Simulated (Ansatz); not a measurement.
A made-up structure of CH₄NSi (charge +1), singlet:

C1  (-0.959, 0.617, -0.402)
Si2  (0.488, -0.315, 0.203)
N3  (1.679, -1.080, 0.704)
H4  (-1.730, -0.103, -0.692)
H5  (-0.029, -0.456, 1.519)
H6  (-1.311, 1.259, 0.411)
H7  (2.474, -1.592, 1.036)
(Å)

It is relaxed with PBE-D4/def2-SVP and then PBE0-D4/def2-TZVP (Ansatz 0.2.0). Atoms count as bonded within 1.22 times the sum of their covalent radii (H–H: 0.88 Å). The end point is not checked to be a true minimum.

Question: Does its bonding change? (A judgement: the text doesn't fix the answer.)

Answer: Computed: Yes. Formed: C1–H5; broken: Si2–H5.

Where it ends: The first stage lowers the energy by 4.04 eV in 13 steps. It ends as CH₄NSi ([CH3][Si][NH]), total charge +1:
| atom | x (Å) | y (Å) | z (Å) |
| --- | --- | --- | --- |
| C1 | -1.0134 | 0.2514 | 0.2965 |
| Si2 | 0.6480 | -0.4875 | 0.4469 |
| N3 | 2.0140 | -1.0967 | 0.5735 |
| H4 | -1.4979 | -0.1813 | -0.5837 |
| H5 | -1.5725 | 0.0132 | 1.2062 |
| H6 | -0.8939 | 1.3330 | 0.1840 |
| H7 | 2.9275 | -1.5030 | 0.6562 |

Labels in which every atom is bracketed show which atoms are joined, not bond orders.

For scale, one of the runs: PBE0-D4/def2-TZVP relaxation, 123 basis functions, launched by `ansatz run in.yaml --threads 2 --pin off --events-out ev --progress --plain --max-ram 4352MiB`. Hardware: 2 CPU threads of an Intel Xeon Platinum 8259CL, shared host. Wall time about 22 s.
